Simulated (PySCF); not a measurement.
Protonated cyanoacetylene cation, C3H2N (charge +1).
Atom-mapped SMILES: `[CH:1]#[C:2][C:3]#[NH+:4]` (hydrogens: H5 on C1; H6 on N4)

The same species was optimised twice, with GFN2-xTB and with PBE0-D3(BJ)/def2-SVP (PySCF), and the same property calculations (PySCF, gas phase) were run on both structures.

```csv
coordinate,GFN2-xTB,PBE0-D3(BJ)/def2-SVP,change
C1–H5 (Å),1.061,1.085,+0.024
C2–C3 (Å),1.338,1.353,+0.015
N4–H6 (Å),1.004,1.017,+0.013
C1≡C2 (Å),1.213,1.217,+0.004
C3≡N4 (Å),1.151,1.152,+0.001
C2–C3–N4 (°),179.9,180.0,+0.1
C3–N4–H6 (°),179.9,179.8,-0.1
C1–C2–C3 (°),179.9,180.0,+0.1
C2–C1–H5 (°),179.9,180.0,+0.1
```

Rotational constants: B = 4350 MHz (linear) (GFN2-xTB) against B = 4290 MHz (linear) (PBE0-D3(BJ)/def2-SVP). Point groups within 0.08 Å: C∞v and C∞v.

On the GFN2-xTB structure: HOMO (eV) -15.31 [PBE0/pcSseg-1]; LUMO (eV) -8.39 [PBE0/pcSseg-1]; GIAO shielding of C1 (ppm) 73.3 [PBE0/pcSseg-1]; GIAO shielding of C2 (ppm) 132.1 [PBE0/pcSseg-1]; GIAO shielding of C3 (ppm) 91.2 [PBE0/pcSseg-1]; GIAO shielding of N4 (ppm) 136.5 [PBE0/pcSseg-1].

Problem. What do these properties become on the PBE0-D3(BJ)/def2-SVP structure?

Solution. 
```json
{"property": "HOMO (eV)", "level": "PBE0/pcSseg-1", "on GFN2-xTB": "-15.31", "on PBE0-D3(BJ)/def2-SVP": "-15.25", "change": "+0.06"}
{"property": "LUMO (eV)", "level": "PBE0/pcSseg-1", "on GFN2-xTB": "-8.39", "on PBE0-D3(BJ)/def2-SVP": "-8.36", "change": "+0.03"}
{"property": "energy, GFN2-xTB geometry as zero (kcal/mol)", "level": "PBE0/pcSseg-1", "on GFN2-xTB": "0.0", "on PBE0-D3(BJ)/def2-SVP": "0.0", "change": "0.0"}
{"property": "GIAO shielding of C1 (ppm)", "level": "PBE0/pcSseg-1", "on GFN2-xTB": "73.3", "on PBE0-D3(BJ)/def2-SVP": "73.2", "change": "-0.1"}
{"property": "GIAO shielding of C2 (ppm)", "level": "PBE0/pcSseg-1", "on GFN2-xTB": "132.1", "on PBE0-D3(BJ)/def2-SVP": "131.7", "change": "-0.4"}
{"property": "GIAO shielding of C3 (ppm)", "level": "PBE0/pcSseg-1", "on GFN2-xTB": "91.2", "on PBE0-D3(BJ)/def2-SVP": "90.5", "change": "-0.7"}
{"property": "GIAO shielding of N4 (ppm)", "level": "PBE0/pcSseg-1", "on GFN2-xTB": "136.5", "on PBE0-D3(BJ)/def2-SVP": "134.7", "change": "-1.8"}
```

The heavy atoms differ by 0.009 Å rms after alignment. Among all bonds C1–H5 changes most (+0.024 Å). Changes are differences of the printed values. Neither structure is proved a minimum here. Isolated species at its PBE0-D3(BJ)/def2-SVP geometry, gas phase.
